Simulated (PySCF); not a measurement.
State search for AlSi

Unrestricted PBE0; Al jorge-DZP-DKH, Si jorge-DZP-DKH; spin-free X2C with a Gaussian nucleus (PySCF 2.14). Outer shells of the fragments: Al 3s2 3p1; Si 3s2 3p2.

Followed along the bond (rough minima from three points):

```tsv
2Ms+1	unpaired	⟨S²⟩ at the start	R at minimum (Å)	Te (eV)
4	σ ↑, π ↑↑	3.75	2.44	0.00
2	σ ↓, π ↑↑	1.78	2.42	0.27
2	σ ↑, π ↑↓	1.77	2.43	0.36
2	π ↑	0.79	2.28	1.08
2	σ ↑	0.76	2.45	1.08
```

Solutions found at the starting distance of 2.310 Å, counted from the lowest of them; the search is not exhaustive and high or unbound solutions are not listed, so other states can lie among these:

```csv
2Ms+1,unpaired,term,E (eV),⟨S²⟩,⟨Lz²⟩,μ (D)
4,"σ ↑, π ↑↑",⁴Σ⁻,0.00,3.75,0.00,-1.21
2,"σ ↓, π ↑↑",mixed,0.25,1.78,0.00,-1.32
2,"σ ↑, π ↑↓",mixed,0.36,1.77,2.02,-1.19
2,π ↑,²Π,1.03,0.79,1.01,-2.00
2,σ ↑,mixed,1.10,0.76,2.00,-0.95
2,π ↑,²Π,1.37,0.75,1.01,0.57
4,π ↑↑↑,⁴Π,2.52,3.77,1.01,-0.72
4,"σ ↑, π ↑↑",mixed,2.88,3.76,2.01,0.99
```

A term symbol is given only where ⟨S²⟩ and ⟨Lz²⟩ are close to those of a pure state; real π, δ and φ orbitals otherwise mix terms. A positive dipole means Al(−)Si(+).
